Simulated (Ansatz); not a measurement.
## Worked example: C4H9ClO + MgH → C4H9O + MgHCl

Species: C4H9ClO (2-chloroethyl ethyl ether) `CCOCCCl`, singlet; MgH, doublet; C4H9O `[CH2]COCC`, doublet; MgHCl `[MgH][Cl]`, singlet. A radical takes Cl: the energy is the difference in strength between the C–Cl bond broken and the Mg–Cl bond made.

Shapes, held fixed at every level: PBE0-D4/def2-TZVP. Flexible molecules stand in one conformer, not always the lowest. Programs: Ansatz 0.2.0. Electronic energies: no zero-point or thermal term.

At CCSD(T)/def2-TZVPP; 1 Eh = 2625.50 kJ/mol:

```
species  energy (Eh)
C4H9ClO  -692.396904
    MgH  -200.357447
  C4H9O  -232.593958
  MgHCl  -660.200097
```

Q: Work out ΔE of the reaction at this level.

A: 
1. Products less reactants: (-232.593958) + (-660.200097) − [(-692.396904) + (-200.357447)] = -0.039704 Eh = -104.2 kJ/mol.

Other levels give -111.4 (B2PLYP/def2-TZVPP) to -91.1 kJ/mol (PBE-D4/def2-TZVPP). No measured value is set beside it here. Open shells run unrestricted unless RO is named. Correlated rows may include outer-core shells of Mg, which these sets cover unevenly.
